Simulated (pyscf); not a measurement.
This saddle point was located with ωB97X-D3(BJ)/def2-SVP in PySCF.

```
Se
H 1 1.6684
H 2 0.9575 1 73.33
Ge 1 2.3997 2 118.46 3 -99.35
H 4 1.5661 1 100.69 2 -32.21
H 4 1.5662 5 100.13 1 -103.01
```
Charge 0, spin multiplicity 1.

Surface: singlet, charge 0. Lowest wavenumbers (cm⁻¹): 1139i, 263, 305, 375, 511.

Question: Name the species on either side of this saddle.

Answer: H₂Se + GeH₂ [singlet] <-> H₂Ge=Se + H₂, a concerted two-bond exchange read from left to right: H–Se, H–Se broken and Ge–Se, H–H formed. At ωB97M-D3(BJ)/def2-TZVP it lies +113.2 kJ/mol from the left side and +203.4 kJ/mol from the right (each side as separated species at their lowest minima found). On the reactant side the descent ends in an adduct with a Ge–Se contact, 83.9 kJ/mol under the separated species and 177.0 kJ/mol under the saddle at ωB97X-D3(BJ)/def2-TZVP. What is counted as formed (Ge–Se) is already present as a longer contact in the reactant adduct; forming that adduct is a step of its own. At ωB97X-D3(BJ)/def2-TZVP the barrier from the zero used here is 93.1 kJ/mol. This is the saddle that the search found; another between the same sides may lie lower. Elements up to Kr have no core potential and no relativistic terms here.
